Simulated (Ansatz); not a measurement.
# Rock-salt KF: LO phonon frequency at L by level of theory

No measured value is used here.

```json
[
 {"level (code)": "LDA (Ansatz)", "value (cm⁻¹)": "275", "cell (Å³/atom)": "17.20"},
 {"level (code)": "PBE (Ansatz)", "value (cm⁻¹)": "246", "cell (Å³/atom)": "19.91"},
 {"level (code)": "r²SCAN (Ansatz)", "value (cm⁻¹)": "261", "cell (Å³/atom)": "18.81"}
]
```

Each level is taken at its own relaxed cell. Cutoffs differ between the levels. Ansatz's density-functional and Hartree–Fock values are scalar-relativistic unless marked +SOC, with PAW data made under PBE.

Ansatz is a quantum-chemistry and plane-wave program.
